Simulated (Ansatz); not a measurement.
# SiCl₂: vertical ionisation energy

One table from this session's results is given with a row withheld; the runs are named, their logs left out.

The runs use Ansatz 0.2.0, Gaussian basis; unrestricted cation, the program's frozen cores in correlated methods.

The runs, in order: UKS PBE-D4/def2-TZVPP; UKS r2SCAN-D4/def2-TZVPP; UKS PBE0-D4/def2-TZVPP; UKS B3LYP-D4/def2-TZVPP; UKS wB97X-V/def2-TZVPP; UKS wB97M-V/def2-TZVPP; UKS B2PLYP/def2-TZVPP; UHF-CCSD(T)/def2-TZVPP; UHF-CCSD(T)/def2-QZVPP; extrapolation to the limit; then −ε(HOMO) from the neutral's earlier runs with LDA (SPW92), PBE-D4, revPBE-D4, BLYP-D4, r2SCAN-D4, B97M-V, PBE0-D4, B3LYP-D4, r2SCANh-D4, r2SCAN0-D4, HSE06-D4, BHLYP-D4, CAM-B3LYP-D4, LC-ωPBE, ωB97X-V, ωB97M-V.

### The geometry

An earlier PBE0-D4 in a triple-zeta def2 set relaxation fixed the geometry.

SMILES `Cl[Si]Cl`, 3 atoms, charge 0, spin multiplicity 1.

Atoms are counted from 1 here; the program's logs count them from 0.

Bond lengths: Cl1–Si2 2.077 Å, Si2–Cl3 2.077 Å. Angles: Cl1–Si2–Cl3 101.3°.

The first run:

File in.yaml:

```yaml
crystal:
  periodic: [false, false, false]
  atoms:
    - {symbol: Cl, position_ang: [0.293807, 1.603811, 0.338022]}
    - {symbol: Si, position_ang: [-0.770143, -0.010439, -0.422046]}
    - {symbol: Cl, position_ang: [0.476336, -1.593372, 0.084025]}
basis:
  gaussian: {orbitals: def2-TZVPP}
total_charge: 1
magnetization: {spin_polarized: true, initial_magnetization: 1}
hamiltonian: {xc: pbe, dispersion: d4}
```

The run is started by

```bash
> ansatz run in.yaml --threads 2 --pin off --events-out ev --progress --plain --max-ram 32768MiB --backend cpu
```

Among the steps run: Cation, UKS PBE-D4/def2-TZVPP; Cation, UKS r2SCAN-D4/def2-TZVPP; Cation, UKS PBE0-D4/def2-TZVPP; Cation, UKS B3LYP-D4/def2-TZVPP; Cation, UKS wB97X-V/def2-TZVPP; Cation, UKS wB97M-V/def2-TZVPP; Cation, UKS B2PLYP (frozen core)/def2-TZVPP; Cation, UHF-CCSD(T)/def2-TZVPP; Cation, UHF-CCSD(T)/def2-QZVPP.

One of the session's tables, all rows but one given; the rest of the session is left out.

It belongs to the step «Ionisation energies side by side». For comparison, −ε(HOMO) of the neutral from earlier runs:

| functional | −ε(HOMO) (eV) |
| --- | --- |
| LDA (SPW92) | 6.76 |
| PBE-D4 | 6.64 |
| revPBE-D4 | 6.59 |
| BLYP-D4 | 6.50 |
| r2SCAN-D4 | 6.86 |
| B97M-V | 6.94 |
| PBE0-D4 | ? |
| B3LYP-D4 | 7.55 |
| r2SCANh-D4 | 7.27 |
| r2SCAN0-D4 | 7.88 |
| HSE06-D4 | 7.35 |
| BHLYP-D4 | 8.73 |
| CAM-B3LYP-D4 | 9.01 |
| LC-ωPBE | 10.29 |
| ωB97X-V | 9.96 |
| ωB97M-V | 9.79 |

Estimate the missing values for PBE0-D4.

**Answer.** −ε(HOMO) (eV): 7.74. In the column «−ε(HOMO) (eV)» it lies between B3LYP-D4 (7.55) and r2SCAN0-D4 (7.88).
